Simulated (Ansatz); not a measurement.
Results of r²SCAN (Ansatz, a program for electronic structure, PAW) for A-type hexagonal La₂O₃.

Run with plane-wave cutoff 500 eV, 12×12×8 k mesh (along the axes of the cell as run), Fermi–Dirac smearing 0.05 eV, scalar-relativistic PAW data made under PBE.

Computed at the level's own relaxed cell.

Question: Predict the equilibrium volume per atom, lattice parameter a, c axis length and band gap.

Answer: 
- equilibrium volume per atom = 16.43 Å³/atom
- lattice parameter a = 3.936 Å
- c axis length = 6.125 Å
- band gap = 4.23 eV (on the SCF k mesh)

Measured, for comparison: equilibrium volume per atom 16.44 Å³/atom (room temperature, not corrected to a static lattice, equation of state from high-pressure X-ray diffraction; as tabulated in Ibáñez et al. (2020), arXiv:2005.12956); lattice constant a 3.934 Å (300 K, not corrected to a static lattice, our sources range from 3.934 to 3.940; as tabulated in Santana et al. (2016), arXiv:1608.06321); lattice parameter c 6.13 Å (temperature not stated, not corrected to a static lattice; as tabulated in Rustad et al. (2011), arXiv:1107.4261). Computed (rounded) less measured: equilibrium volume per atom -0.1 %, lattice constant a +0.1 % (inside the range of the sources held), lattice parameter c -0.1 %.

Spin–orbit coupling is not included.

Computed values are for the static lattice.
